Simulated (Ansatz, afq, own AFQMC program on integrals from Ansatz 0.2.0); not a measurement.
**AlH₃⁺, doublet: AFQMC among the cluster methods**

| atom | x (Å) | y (Å) | z (Å) |
| --- | --- | --- | --- |
| Al | 0.0000 | 0.0549 | -0.0208 |
| H | 0.0000 | 0.2239 | -1.5720 |
| H | 0.0000 | 0.2913 | 2.1484 |
| H | 0.0000 | -1.9843 | -0.0208 |

Basis cc-pVDZ. Only valence electrons are correlated. Integrals, coupled cluster, full CI and functionals: Ansatz 0.2.0; the random walks run on the same integrals in our own AFQMC program. ph-AFQMC/CISD is guided by a CISD state made of CCSD amplitudes; releasing the constraint for a short imaginary time cuts its bias at the price of noise, slowly where states lie close. Error bars are statistical, one sigma.

Determinant: UHF, the one that the program's search chose, which needn't be the lowest solution. The geometry is a point of a scan.

Full CI on the same integrals is exact in this basis and with this determinant's frozen core.

Cautions: strong correlation (T1 0.079, weight of the determinant 0.84, largest double 0.14); unrestricted determinant spin contaminated (⟨S²⟩ 1.05 against 0.75).

The T1 diagnostic is 0.0788. The weight of the determinant in the CISD state is 0.844. The ⟨S²⟩ of the determinant is 1.049 and the size of the correlated space is 5 electrons in 28 orbitals.

Reference: full CI, correlation energy -2.142 eV. The released energy is read at 2.40 1/Eh (meV from the phaseless value at times in 1/Eh: -2.6 ± 1.0 at 0.24, -6.3 ± 1.2 at 0.51, -11 ± 5 at 0.99, -10.9 ± 2.5 at 1.62, -8.6 ± 1.5 at 2.40). The cautions show a poor starting determinant, so the rows tell how each method copes with it here, and full CI is the sure value.

| level | E − E(reference) (mEh) | share of correlation (%) |
| --- | --- | --- |
| HF | 78.73 | 0.00 |
| MP2 | 32.74 | 58.41 |
| CCSD | 2.67 | 96.61 |
| CCSD(T) | 1.07 | 98.64 |
| CCSDT | 0.11 | 99.86 |
| CCSDT(Q) | 0.04 | 99.95 |
| CCSDTQ | 0.00 | 100.00 |
| ph-AFQMC/CISD | 0.49 ± 0.04 | 99.38 |
| released AFQMC | 0.17 ± 0.06 | 99.78 |

CCSDT and higher add their correlation energy to the determinant of the CCSD(T) run, since their own runs factorise the integrals more tightly (a shift of under 2 meV). A walk keeps the symmetry of its determinant, which the program's search chose and which needn't be the lowest solution, so a lower state of the same spin and another symmetry isn't excluded. Released energies are given only where the last usable release times agree within the noise; a slower fall can still hide under it.
